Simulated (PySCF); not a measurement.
Which determinant of OH⁺ lies lowest?

Unrestricted PBE0; PySCF, no relativity, basis sets H def2-TZVP, O def2-TZVP. Outer shells of the fragments: O 2s2 2p4.

Followed along the bond (rough minima from three points):

```
2Ms+1  unpaired  ⟨S²⟩ at the start  R at minimum (Å)  Te (eV)
    3      π ↑↑               2.01              1.04     0.00
    1      π ↑↓               1.00              1.04     0.83
```

Solutions found at the starting distance of 1.020 Å, counted from the lowest of them; the search is not exhaustive and high or unbound solutions are not listed, so other states can lie among these:

| 2Ms+1 | unpaired | term | E (eV) | ⟨S²⟩ | ⟨Lz²⟩ | μ (D) |
| --- | --- | --- | --- | --- | --- | --- |
| 3 | π ↑↑ | ³Σ⁻ | 0.00 | 2.01 | 0.00 | -2.27 |
| 1 | π ↑↓ | mixed | 0.83 | 1.00 | 2.01 | -2.27 |
| 1 | none | mixed | 3.25 | 0.00 | 2.00 | -2.29 |
| 3 | σ ↑, π ↑ | ³Π | 3.58 | 2.00 | 1.00 | -2.27 |
| 1 | σ ↓, π ↑ | mixed | 4.41 | 1.01 | 1.00 | -2.35 |

A term symbol is given only where ⟨S²⟩ and ⟨Lz²⟩ are close to those of a pure state; real π, δ and φ orbitals otherwise mix terms. A positive dipole points towards O; it is taken about the centre of mass and depends on that origin.
